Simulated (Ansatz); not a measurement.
Basis-set extrapolation for C$_{2}$H$_{2}$S, SMILES `C#CS` (PBE0-D4/def2-TZVP geometry, frozen core, Ansatz 0.2.0). Multiplicity 1, RHF reference.

|  | cc-pV(T+d)Z | cc-pV(Q+d)Z |
| --- | --- | --- |
| HF | -474.399584 | -474.408209 |
| MP2 correlation | -0.479105 | -0.513312 |
| CCSD(T) correlation | -0.528817 | -0.559921 |

Energies in hartree. Use E(X) = E(∞) + A·exp(−5.46·√X) for Hartree–Fock and E(X) = E(∞) + B·X^(−3.05) for correlation, with X = 3 and 4.

Question: What is the CCSD(T) energy at the basis-set limit?

Answer: HF limit: -474.408209 + (-0.008625) × 0.30130 = -474.41081. Correlation limit: -0.559921 + (-0.031104) × 0.71189 = -0.58206. Total: -474.99287 hartree, 169.3 kJ/mol below CCSD(T)/cc-pV(T+d)Z.
